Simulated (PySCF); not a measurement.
## How the method moves the adiabatic energies of losing or gaining an electron of amide

Structure: `[NH2-]` ([NH2]-).

All levels share the PBE0-D3(BJ)/ma-def2-SVP structures and the PBE0-D3(BJ)/ma-def2-SVP thermal terms; only the single-point energies (PySCF) change. Values are adiabatic energies of losing or gaining an electron (0 K, eV).

| level | detachment energy to the radical | abs. error | time |
| --- | --- | --- | --- |
| HF/aug-cc-pVTZ | -1.06 | 1.83 | 0.74 s |
| CCSD(T)/aug-cc-pVTZ | 0.68 | 0.09 | 110 s |
| B3LYP-D3(BJ)/ma-def2-TZVP | 0.72 | 0.05 | – |
| MP2/aug-cc-pVTZ | 0.91 | 0.14 | 4.4 s |
| ATcT 1.112 | 0.77 |  |  |

Times are wall times for all single points of a level on 1 thread of Arm Neoverse V1, a shared host; the dash marks the run that also made the structures.

Hartree-Fock leaves out electron correlation, so its ionisation energies and electron affinities from energy differences come out too low, often by 1 eV or more.

The spread: 1.97 eV, from -1.06 to 0.91.
